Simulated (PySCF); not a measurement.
water (H₂O), SMILES O. Geometry: B3LYP-D3(BJ)/def2-TZVPD.

TDDFT-ωB97X/def2-TZVPD (PySCF) puts the lowest singlet excitations at 7.65, 9.46, 9.79, 10.41, 10.66, 11.64 eV and the lowest triplet (TDA) at 7.30 eV.

Problem. What are the lowest singlet roots from EOM-CCSD/aug-cc-pVDZ in PySCF 2.14.0? (Estimate from the structure and the level; the computed values follow.)

Solution. 7.42, 9.18, 9.80, 11.07, 11.53, 11.73 eV; triplets 7.01, 9.01, 9.31 eV. S1 differs by -0.23 eV (second minus first; roots are paired by order, and the bases may differ).
